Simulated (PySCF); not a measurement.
Basis-set dependence of excited states

Species: methyl propyl ketone, C₅H₁₀O.
SMILES: `CCCC(C)=O`

TDDFT with PBE0 (PySCF), vertical singlets, core orbitals frozen in the response, spherical d and f functions. Isolated species at its PBE0-D3(BJ)/def2-SVP geometry (one conformer only).

Problem. Compare 6-31G*, def2-SVP, def2-SVPD, aug-cc-pVDZ and def2-TZVP for this molecule.

Solution. 

```
      basis  functions  diffuse  S1 (eV)  S2 (eV)  S3 (eV)  S4 (eV)  S5 (eV)  LUMO (eV)  α (au)
     6-31G*        104       no     4.51     8.04     8.09     8.22     8.37       0.03    54.9
   def2-SVP        134       no     4.51     7.45     7.92     8.05     8.31      -0.15    56.7
  def2-SVPD        203      yes     4.49     6.64     7.44     7.74     7.80      -0.42    65.4
aug-cc-pVDZ        228      yes     4.47     6.00     6.65     6.81     6.89      -0.41    66.9
  def2-TZVP        246       no     4.50     6.88     7.74     7.84     7.92      -0.30    63.8
```

States are compared by their number. Against the largest diffuse basis here (aug-cc-pVDZ, itself not a converged limit), sets without diffuse functions differ by up to 0.04 eV in S1 and 1.48 eV in S5; the smaller diffuse sets differ by up to 0.02 and 0.91 eV. State by state, the largest deviation of a set without diffuse functions is S1 0.04, S2 2.04, S3 1.44, S4 1.42, S5 1.48 eV. The same number needn't mean the same state in each row. Against aug-cc-pVDZ the polarisability deviates by -18% in 6-31G*, -15% in def2-SVP, -2% in def2-SVPD, -5% in def2-TZVP.
